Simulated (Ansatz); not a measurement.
An Ansatz input:

```yaml
crystal:
  lattice:
    - [0.0, 2.6007719608, 2.6007719608]
    - [2.6007719608, 0.0, 2.6007719608]
    - [2.6007719608, 2.6007719608, 0.0]
  atoms:
    - { symbol: Yb, position: [0.0, 0.0, 0.0], spin: 1.0 }
hamiltonian:
  xc: r2scan
  pseudopotentials:
    kind: paw
    azcp:
      Yb: "pseudopotentials/Yb.paw.azcp"
basis:
  ecutwfc: 500
  fft_grid_basis: typed
kpoints:
  mp_grid: { grid: [17, 17, 17], shift: [0, 0, 0] }
magnetization:
  spin_polarized: true
scf:
  occupations: { method: fermi_dirac, width: 0.05 }
```

Output

```
Warning: where an SCF of this run starts from atoms to list the orders of its open shells, Yb (site 0, from 0) starts with 0.44 μB on its 4f shell and 0.44 μB on its 5d shell, in the place of the 1.00 μB that the deck gives it: its open shells can hold no more by Hund's first rule. To start from spheres of the given moment, type scf.initial_density.shell_occupations: []
Engine: ansatz 0.2.0, x86_64-unknown-linux-gnu
Pseudopotentials: kind: paw
Pseudopotential: Yb, paw, valence charge 24, recommended cutoff 500 eV (meta_gga) 
Functional definition: r2SCAN
  parameter k0 = 0.174
  parameter k1 = 0.065
  parameter a1 = 4.9479
  exchange = r2scan_x(k0 = k0, k1 = k1, a1 = a1)
  correlation = r2scan_c
Crystal: 1 atoms, lattice volume = 35.183 Å³
Basis set: ecut = 500 eV, 893 PW (Γ), exchange–correlation on 108×108×108 points (64 copies of the dense FFT grid, shifted against one another)
Bands: 17, of which v1, the nominal top of the filled ones, is band 12 counted from 1 (11 counted from 0)
Symmetry: 48 space group operations
Space group: Fm-3m (ITA 225), of the structure as read, at distance tolerance 3.3e-5 Å
Magnetic group: BNS 225.116 (UNI 1618), of the structure as read, at distance tolerance 3.3e-5 Å
k-points: 165 of 4913
Non-local potential: Yb, projectors of the file, l = 0: 3, l = 1: 2, l = 2: 2, l = 3: 3
PAW form: soft (Blöchl's): semilocal exchange-correlation on the pseudo side does not see the compensation charge
PAW frozen core: Yb, regenerated for the run's functional (the file was generated under x = pbe(κ = 0.804, μ = 0.2195149727645171), c = pbe(β = 0.06672455060314922))
PAW one-centre angular grid: Yb, 2702 points (default); XC on 160 Gauss nodes
Initial density: superposition of atomic densities (chi_scale 0.1, normalization cell)
Starting moments: Σ|m| = 1 μB on 1 of 1 site
Initial wavefunctions: pseudopotential atomic-orbital guess
Functional: x = r2scan, c = r2scan; τ floored in thin density (d = 2e-4 eV/Å³)
iter 1 solved again at ethr=1.83e-4 eV; its pass at ethr=3.10e-3 eV (dr2=4.39e-2 eV) is discarded
SCF iter   1: F=—  HF=-13805.677907 eV  |F-HF|=—  |Δ(HF+E_count)|=         —  Δρ=2.80e-2 (↑2.59e-2 ↓2.80e-2)  dr2=4.45e-2  dr2_τ=1.76e-3  dr2_m=2.22e-1  M=0.322 μB ∫|m|=0.322 μB  β_m=0.47  ethr=1.83e-4  ⟨swp⟩=2.9  Hψ=42616  notcnv=0
Mixer restart at iter 1: flushing history
spin=Collinear: Kerker preconditioning applied to the charge; magnetization (m = ρ↑ − ρ↓) channel mixes plain (no charge-response kernel on spin).
...
iter 25 did not close the SCF: its close was put off for a magnetic moment that had not settled (scf_convergence_deferred on its scf_iter line)
SCF iter  25: F=-13805.839998 eV  HF=-13805.839998 eV  |F-HF|=5.68e-10  |Δ(HF+E_count)|=   5.69e-9  Δρ=3.27e-6 (↑3.27e-6 ↓1.26e-6)  dr2=6.31e-9  dr2_τ=6.74e-12  dr2_m=3.50e-10  M=0.000 μB ∫|m|=0.000 μB  β_m=1.00  ethr=1.12e-12  ⟨swp⟩=1.6  Hψ=18881  notcnv=0  κ⁻¹=7.6e-6(r=8)
iter 26 did not close the SCF: its close was put off for a magnetic moment that had not settled (scf_convergence_deferred on its scf_iter line)
SCF iter  26: F=-13805.839998 eV  HF=-13805.839998 eV  |F-HF|=4.86e-9  |Δ(HF+E_count)|=   7.61e-9  Δρ=2.44e-6 (↑2.44e-6 ↓1.54e-6)  dr2=4.73e-9  dr2_τ=1.80e-12  dr2_m=6.67e-11  M=0.000 μB ∫|m|=0.000 μB  β_m=1.00  ethr=1.12e-12  ⟨swp⟩=1.6  Hψ=17342  notcnv=0  κ⁻¹=3.0e-5(r=8)
SCF iter  27: F=-13805.839998 eV  HF=-13805.839998 eV  |F-HF|=3.75e-10  |Δ(HF+E_count)|=  7.13e-10  Δρ=8.24e-7 (↑8.24e-7 ↓5.06e-7)  dr2=5.07e-10  dr2_τ=3.07e-13  dr2_m=8.55e-12  M=0.000 μB ∫|m|=0.000 μB  ethr=1.12e-12  ⟨swp⟩=1.0  Hψ=16529  notcnv=0
SCF 1 converged in 27 iterations: F = -13805.839998 eV  dr2 = 5.07e-10
WARN: the starting moments were not kept: the SCF closed with an absolute magnetisation of 2.7e-5 μB, where they sum to 1 μB in size (1 site). That is at most 0.1 of that sum. Measured as dr2_m measures the in/out step, that magnetisation stands 6.0e-10 eV from none, at or under the dr2_threshold of 1.0e-7 eV: it is no larger than a step whose dr2_m would equal this threshold. The system may hold no moment; this SCF shows only that its start led to no more than that. To try another start: raise the starting moments (crystal.atoms[].spin, magnetization.per_species, magnetization.initial_magnetization, or on a non-collinear deck that types none of these the spinor_matrix: blocks that start its atoms; where the total moment is fixed, keep their sum and leave initial_magnetization as it is; typed ones take the place of any that the run laid by itself, positive ones on a crystal's lanthanoids without a Hubbard term where scf.initial_density.shell_occupations: [] is typed) or, if the notice of its spin-set hold's release reads "site moments contracting" or "site moments show no strong build", lengthen the hold (scf.mixing.spin_hold: { on: { confirm: 4 } }; for m-r²SCAN on two components see the key's manual first). Each may lead to a state that holds a moment. A second SCF, from the converged charge density, with the starting moments and any scf.initial_density.shell_occupations laid on it anew, would have followed, and was not run: the deck does not ask for one (magnetization.retry_lost_moments is false, the default). To let it run, set magnetization.retry_lost_moments: true and run the deck again, where that key's refused combinations let it; where memory then withholds it, that run's warning says so.
this state was not tested for a lower state beside it, because the mixer in use, unlike msr1, does not test its closes by its own steps (another_mixer; see scf.mixing.algorithm and scf.lower_state_search)
SCF converged after 27 iterations
Magnetization: 0.0000 μB (12.0000 up, 12.0000 down)
Absolute magnetization: 0.0000 μB (∫|ρ↑−ρ↓|, with the PAW one-centre terms)
Spin contamination: 0.0000 ħ² per cell (⟨S²⟩ above its minimum at these occupations)
Per-site moments (μB) at R_I (Å): [(9.672605578691375e-6, 1.5171943790862488)]
Free energy (F): -13805.839998 eV
Harris-Foulkes:  -13805.839998 eV  (|F-HF|=3.75e-10)
Internal energy: -13805.829168 eV  (E = F + TS)
E sigma→0 (E₀):  -13805.834583 eV
Entropy (-TS):   -0.010830 eV (-10.830 meV/atom)
Fermi energy:    10.880463 eV
--- Per-component energies (eV) ---
  E_band       = -4.547436
  E_kinetic    = 354.610853
  E_local      = -6245.035673  (includes V_loc(G=0)·N_el)
  E_nonlocal   = 545.194269
  E_hartree    = 2717.429042
  E_xc         = -159.959699
  E_vxc        = -228.118290  (∫ρ·V_xc dr)
  E_paw        = -7363.488673  (= ΣΔE_a)
  E_vpaw       = 119.783161  (= ΣTr[D̂ρ^β])
  E_aug_tail   = 0.000002  (compensation charges beyond the density's cutoff)
  E_vtau       = 14.162522  (kinetic-family band-sum trace: ∫τ·v_τ [+ j·A + Jᵃ·Aᵃ] dr)
  E_ewald      = -3655.428495
  E_core_change = 0.849206  (= ΣΔE_core)
  E_smearing   = -0.010830  (= −TS)
  E_closure    = 0.000000  (closes the sum)
  Σ components = -13805.839998   (vs F -13805.839998, Δ=0.00e0)
```
